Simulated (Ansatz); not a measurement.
Trigonal Te, treated with PBE (Ansatz, a program for electronic structure, plane waves, PAW).

Run with plane-wave cutoff 520 eV, 12×12×6 k mesh (along the axes of the cell as run), perturbation theory, force constants from a 6×6×2 q mesh, scalar-relativistic PAW data made under PBE.

Computed at the level's own relaxed cell.

Te has the trigonal space group P3₁21 (No. 152), Pearson symbol hP3. Conventional cell: a = b = 4.520 Å, c = 5.954 Å, α = β = 90.00°, γ = 120.00°. Te on 3a has 2 Te at 2.889 Å and 4 Te at 3.513 Å (octahedral). (Neighbours: up to the widest gap in distance over summed covalent radii, below 1.35, at either atom.)

Harmonic phonon frequencies (cm⁻¹; i marks an imaginary mode):

| q point | frequencies |
|---|---|
| Γ | 0 0 0 81 81 83 108 129 129 |
| A | 33 48 48 72 83 83 132 132 139 |
| K | 40 40 40 62 81 81 119 119 144 |
| H | 49 49 60 69 82 82 119 127 127 |

No imaginary mode appears at these points.

Note: the run warned that the k mesh is coarse for the response to a field; the cell comes from a level without a dispersion term, which matters for the spacing of layers, chains or molecules.
